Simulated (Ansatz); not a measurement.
`FC(F)(F)Cl` → `F[C+](F)F` + Cl⁻ at 500 K and 1 bar (heterolysis of the C–Cl bond).

Calculated with Ansatz (gas phase, PBE0-D4/def2-TZVP geometries, no zero-point term in ΔE). CCSD(T)/CBS is the MP2 limit (def2-TZVPP, def2-QZVPP) plus CCSD(T) − MP2 in def2-TZVPP, frozen cores. This one scheme is used for every species, atoms too. Anions take the def2 sets with diffuse functions and neutrals don't, so finite-basis rows favour the anion.

```tsv
species	CCSD(T)/CBS energy (Eh)	H − E (kJ/mol)	S (J/(mol·K))
`FC(F)(F)Cl`	-797.19793	69.2	324.4
`F[C+](F)F`	-337.01590	60.5	277.2
Cl⁻	-459.84247	10.4	164.1
```

H − E and S are ideal-gas, rigid-rotor, harmonic terms from PBE0-D4/def2-TZVP. 1 Eh = 2625.50 kJ/mol, R = 8.31446 J/(mol·K).

Q: By hand: ΔE, ΔH, ΔS and ΔG.

A: ΔE = (-337.01590) + (-459.84247) − (-797.19793) = 0.33956 Eh = 891.5 kJ/mol. Δ(H − E) = 60.5 + 10.4 − 69.2 = 1.7, so ΔH = 893.2 kJ/mol. ΔS = 277.2 + 164.1 − 324.4 = 116.9 J/(mol·K). ΔG = 893.2 − 500 × (116.9)/1000 = 834.8 kJ/mol.

Q: By hand: the equilibrium constant, and the temperature at which ΔG would vanish if ΔH and ΔS stayed fixed.

A: log₁₀ K = −ΔG/(RT ln 10) = -87.2. ΔG = 0 at ΔH/ΔS = 7641 K, far beyond where these terms or the molecules hold.

The number of gas molecules changes by +1, which sets the sign of ΔS. A doubt of 5 kJ/mol in ΔE shifts log₁₀ K by 0.5 here. These are equilibria of isolated gas molecules and say nothing of rates. Largest T1 diagnostic: 0.016 (customary marks: 0.02 for closed shells, 0.045 for open ones).
